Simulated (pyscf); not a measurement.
# Four-centre exchange: HO–Nb(F)(F)(F)–F (SMILES [OH][Nb]([F])([F])([F])[F]) + HCl (SMILES Cl) -> HO–Nb(F)(F)(F)–Cl (SMILES [OH][Nb]([F])([F])([F])[Cl]) + HF (SMILES F)

Gas phase, singlet surface, charge 0. Bonds broken: Nb2–F3, Cl8–H9. Bonds formed: Nb2–Cl8, F3–H9. Optimised with ωB97X-D3(BJ)/def2-SVP in PySCF.

Transition state (Å):

```xyz
9

O     -1.4825    -0.8289    -0.1305
Nb     0.0105     0.1958    -0.0059
F     -0.8238     1.5256     1.3700
F     -0.4784     1.4801    -1.2620
F      1.2139    -0.5995    -1.1426
F      0.7239    -0.6285     1.5044
H     -2.3432    -1.2399    -0.0008
Cl     1.6330     2.1060     0.7516
H      0.2400     2.0902     1.3441
```

One imaginary mode, 615i cm⁻¹; descent along it reached the two sides named, in the forms told below.

| bond | change | reactant side (Å) | saddle | product side |
|---|---|---|---|---|
| Nb2–F3 | breaks | 1.884 | 2.087 | 2.352 |
| Cl8–H9 | breaks | 1.290 | 1.514 | 2.156 |
| Nb2–Cl8 | forms | 2.9 | 2.6 | 2.403 |
| F3–H9 | forms | 2.358 | 1.205 | 0.951 |

Electronic energies relative to the separated reactants (kJ/mol):

```
level                   barrier  reaction energy  reverse barrier
----------------------  -------  ---------------  ---------------
ωB97X-D3(BJ)/def2-TZVP      7.6            +16.8             -9.2
PBE/def2-TZVP              16.3            +27.7            -11.4
r²SCAN/def2-TZVP            9.0            +27.8            -18.8
B3LYP-D3(BJ)/def2-TZVP     20.0            +24.5             -4.6
PBE0-D3(BJ)/def2-TZVP      13.7            +20.5             -6.8
M06-2X/def2-TZVP            5.1            +16.1            -11.1
ωB97M-D3(BJ)/def2-TZVP     22.7            +30.1             -7.4
HF/def2-TZVP               75.8            +33.3             42.5
```

With ωB97M-D3(BJ)/def2-TZVP energies and thermal terms (ideal gas, 1 atm, RRHO with modes under 100 cm⁻¹ raised to 100, one conformer, R ln 2 for rigid chiral ones), in kJ/mol:

| T (K) | ΔH‡ | ΔG‡ | ΔH | ΔG |
|---|---|---|---|---|
| 298 | 17.9 | 59.5 | +35.0 | +33.0 |
| 600 | 18.1 | 101.6 | +35.7 | +30.6 |
| 900 | 19.8 | 143.0 | +35.7 | +28.1 |
| 1200 | 21.8 | 183.8 | +35.5 | +25.6 |

On the reactant side the descent ends in an adduct with a Cl–Nb contact, 38.6 kJ/mol under the separated species and 46.2 kJ/mol under the saddle at ωB97X-D3(BJ)/def2-TZVP. On the product side the descent ends in an adduct with a F–Nb contact, 40.1 kJ/mol under the separated species and 30.9 kJ/mol under the saddle at ωB97X-D3(BJ)/def2-TZVP. At ωB97X-D3(BJ), PBE, r²SCAN, B3LYP-D3(BJ), PBE0-D3(BJ), M06-2X, ωB97M-D3(BJ) the saddle lies under the separated products, which points to a path from their complex (located at ωB97X-D3(BJ) alone), and parting the products costs more than the saddle. What is counted as formed (Cl–Nb) is already present as a longer contact in the reactant adduct; forming that adduct is a step of its own. What is counted as broken (F–Nb) persists as a longer contact in the product adduct; parting that adduct is a step of its own. One saddle was located; it need not be the lowest between these sides. Elements past Kr carry the def2 core potentials, without spin-orbit coupling.
